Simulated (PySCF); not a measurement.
C₃H₄, SMILES C1=CC1, singlet, PBE0/def2-SVP optimised geometry.

```
7

C     -0.65    -0.71     0.00
C      0.65    -0.71     0.00
C      0.00     0.64     0.00
H     -1.59    -1.25     0.00
H      1.59    -1.25     0.00
H      0.00     1.25    -0.92
H      0.00     1.25     0.92
```

Density from PBE0/def2-TZVP run with PySCF at that geometry.

Minimum of the electron density along straight lines between bonded atoms, close to the bond critical point (lines longer than 1.1 times the sum of covalent radii, or with two minima, are not listed):

```csv
bond,length / Å,ρ at the minimum / e bohr⁻³,∇²ρ there / e bohr⁻⁵,position (fraction from the first atom)
C1–C2,1.297,0.351,-0.85,0.50
C1–C3,1.500,0.238,-0.34,0.52
C2–C3,1.500,0.238,-0.34,0.52
C1–H4,1.087,0.278,-0.99,0.66
C2–H5,1.087,0.278,-0.99,0.66
C3–H6,1.102,0.275,-0.94,0.64
C3–H7,1.102,0.275,-0.94,0.64
```
